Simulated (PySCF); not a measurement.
## Dipole moment and polarisability across levels of theory

Compound: methyl propyl ketone, C5H10O.
SMILES with atom numbers: `[CH3:1][CH2:2][CH2:3][C:4]([CH3:5])=[O:6]` (hydrogens: H7, H8, H9 on C1; H10, H11 on C2; H12, H13 on C3; H14, H15, H16 on C5)

PySCF, dipoles from the SCF density, polarisabilities from static response with core orbitals frozen. One conformer (not necessarily the lowest) at the PBE0-D3(BJ)/def2-SVP geometry, without solvent, vibrations or thermal averaging.

Compare the levels for these properties.

```csv
level,μ (D),α (au),error (%),anisotropy (au)
LDA/def2-SVPD,2.842,69.35,+3.5,22.74
PBE/def2-SVPD,2.738,68.35,+2.0,22.38
B3LYP/def2-SVPD,2.852,66.07,-1.4,19.99
PBE0/def2-SVPD,2.858,65.42,-2.4,19.93
BHandHLYP/def2-SVPD,2.990,63.48,-5.3,17.94
CAM-B3LYP/def2-SVPD,2.924,64.98,-3.0,18.71
wB97X-D/def2-SVPD,2.905,64.96,-3.1,18.82
LC-wPBE/def2-SVPD,2.926,63.32,-5.5,17.81
HF/def2-SVPD,3.164,61.02,-8.9,15.65
PBE0/6-31G*,2.622,54.86,-18.1,15.77
PBE0/def2-SVP,2.658,56.68,-15.4,16.75
PBE0/aug-cc-pVDZ,2.797,66.86,-0.2,21.20
PBE0/def2-TZVP,2.746,63.76,-4.9,19.40
```

Reference polarisability: 9.930 Å³ (measured, gas; NIST CCCBDB Release 22 (SRD 101), experimental polarizabilities). The anisotropy is √(½[(α1 − α2)² + (α2 − α3)² + (α3 − α1)²]). For the polarisability, the smallest error is 0.2% (PBE0/aug-cc-pVDZ) and the largest 18.1% (PBE0/6-31G*). The dipole runs from 2.62 D (PBE0/6-31G*) to 3.16 D (HF/def2-SVPD). In one basis (def2-SVPD) the functionals order the polarisability from HF (lowest) to LDA (highest), a spread of 14%. With PBE0 the polarisability is 58.43 au without diffuse functions (mean of 6-31G*, def2-SVP and def2-TZVP) and 66.14 au with them (mean of def2-SVPD and aug-cc-pVDZ). Measured values can belong to vibrating molecules and may average over conformers; the computed ones are for one fixed geometry.
